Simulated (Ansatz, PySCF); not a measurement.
Species: C$_{4}$H$_{8}$, charge 0, singlet. C4H8 (cyclobutane, SMILES C1CCC1).
B3LYP-D3(BJ)/def2-TZVP minimum from Ansatz (a quantum-chemistry and plane-wave program):
```
C
H 1 1.0899
H 1 1.0911 2 108.56
C 1 1.5494 2 117.79 3 127.92
H 4 1.0899 1 117.79 2 -99.90
H 4 1.0911 5 108.56 1 -127.92
C 1 1.5494 2 117.79 3 -127.92
H 7 1.0899 1 117.79 2 99.90
H 7 1.0911 8 108.56 1 127.92
C 7 1.5494 8 117.79 9 127.92
H 10 1.0899 7 117.79 8 -99.90
H 10 1.0911 11 108.56 4 127.92
```

Atomisation energy term by term, kcal/mol (programs: Ansatz). UHF or UKS for unpaired electrons; spin-orbit terms are left out. Correlated methods leave the cores frozen. Rows without X2C or -DK are non-relativistic. CBS(X,Y): correlation extrapolated as X^-3, Hartree-Fock from the larger set. A bracket is a step between two methods taken in the basis named. 'core' is core correlation in cc-pwCVTZ, 'X2C' scalar relativity in cc-pVTZ-DK, both at CCSD(T). For partners of very few electrons the exact lower level stands in for a higher one.

```json
[
 {"term": "Hartree-Fock", "basis": "cc-pVQZ", "kcal/mol": "870.43"},
 {"term": "CCSD correlation", "basis": "CBS(cc-pVTZ,cc-pVQZ)", "kcal/mol": "261.89"},
 {"term": "(T)", "basis": "CBS(cc-pVTZ,cc-pVQZ)", "kcal/mol": "15.01"},
 {"term": "CCSDT(Q) - CCSD(T)", "basis": "cc-pVDZ", "kcal/mol": "0.38"},
 {"term": "core correlation", "basis": "cc-pwCVTZ", "kcal/mol": "4.46"},
 {"term": "scalar relativity", "basis": "X2C, cc-pVTZ-DK", "kcal/mol": "-0.76"},
 {"term": "minus zero-point energy", "basis": "harmonic, PySCF's Hessian at B3LYP-D3(BJ)/def2-TZVP", "kcal/mol": "-69.37"},
 {"term": "sum: D0", "basis": "", "kcal/mol": "1082.1"}
]
```
